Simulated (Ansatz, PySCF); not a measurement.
Process, species as SMILES: CCN [ethanamine] + H+ -> CC[NH3+]
Each molecule is optimised on its own at B3LYP-D3(BJ)/def2-TZVP (Ansatz, an electronic-structure program), one conformer each, not searched for the lowest.

Wanted: proton affinity (electronic energy difference), positive where the reaction releases energy, in kJ/mol. Correlated levels leave the core frozen unless marked. No spin-orbit coupling. Non-relativistic. CBS(X,Y): correlation extrapolated as X^-3; Hartree-Fock from the larger set. [CCSD(T)-MP2]/basis is that difference in the basis named.

```json
[
 {"level": "HF/STO-3G", "program": "Ansatz", "proton affinity (kJ/mol)": "1139.2"},
 {"level": "HF-D3(BJ)/def2-TZVPD", "program": "PySCF + dftd3", "proton affinity (kJ/mol)": "981.7"},
 {"level": "LC-wPBE/def2-TZVPD", "program": "Ansatz", "proton affinity (kJ/mol)": "952.1"}
]
```

Q: Estimate the value at RI-MP2/CBS(cc-pVTZ,cc-pVQZ)+[CCSD(T)-MP2]/cc-pVTZ as computed with Ansatz.

A: 947.6 kJ/mol, so LC-wPBE/def2-TZVPD differs from it by 4.5 kJ/mol.
